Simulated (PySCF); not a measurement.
## Working out the ionisation energy of Si

Si [Ne] 3s2 3p2 (3P) → Si⁺ [Ne] 3s2 3p1 (2P). Calculation: PySCF 2.14, in def2-SVP; the non-relativistic Hamiltonian (point nucleus). Frozen: [Ne]. Energies in hartree (1 hartree = 27.21139 eV):

| part | Si (lower) | Si⁺ (upper) |
| --- | --- | --- |
| UHF | -288.753128 | -288.472171 |
| CCSD correlation | -0.061456 | -0.053011 |
| (T) | -0.000977 | -0.000662 |

**Question.** What does Hartree-Fock give?

**Answer.** (-288.472171) − (-288.753128) = 0.280957 hartree = 7.645 eV.

**Question.** What do CCSD and CCSD(T) give?

**Answer.** The CCSD correlation energies differ by 0.008445 hartree = 0.230 eV and the triples by 0.000315 hartree = 0.009 eV, so CCSD gives 7.875 eV and CCSD(T) 7.884 eV.

Measured between the centres of the two terms (NIST): 8.157 eV, so CCSD(T) (valence) is off by -0.273 eV.

A double-zeta basis recovers only part of the correlation energy.

What remains against the reference includes basis incompleteness, the frozen core and higher excitations.
